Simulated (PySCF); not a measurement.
A species of formula C5H5F has this rotational fingerprint, computed with PBE0-D3(BJ)/def2-SVP geometry optimisation, gas phase (PySCF):

| Item | Value |
| --- | --- |
| Rotational constants | A = 6198, B = 3057, C = 2445 MHz |
| Dipole components | \|μa\| = 0.08 D, \|μb\| = 1.74 D, \|μc\| = 0.00 D |
| Inertial defect | -40.11 u·Å² |
| κ | -0.67 |

Problem. Which candidate fits, each taken in the one conformer that was computed?
A. `C#CC1(F)CC1`
B. `C1(C=C1)=C(C)F`
C. `FC1=CCC=C1`
D. `C#C/C(F)=C/C`

Solution. A. It is C#CC1(F)CC1, an asymmetric top, point group Cs. The candidates at the same level (rigid rotor, commonest isotopes):

```tsv
SMILES	A (MHz)	B (MHz)	C (MHz)	μa (D)	μb (D)	μc (D)	Δ (u·Å²)	point group	rotor
C#CC1(F)CC1	6198	3057	2445	0.08	1.74	0.00	-40.11	Cs	asymmetric top
FC1=CCC=C1	8226	3381	2432	1.83	0.08	0.00	-3.13	Cs	asymmetric top
C#C/C(F)=C/C	8570	2228	1788	0.27	1.49	0.00	-3.15	Cs	asymmetric top
CC(F)=C1C=C1	7481	2667	1991	2.40	1.37	0.00	-3.17	Cs	asymmetric top
```

`C#C/C(F)=C/C` has A 38 % too high; `CC(F)=C1C=C1` has A 21 % too high; `FC1=CCC=C1` has A 33 % too high. In the right answer the mirror of this Cs structure is the ab plane, so μc vanishes by symmetry. No structure here is proved a minimum.
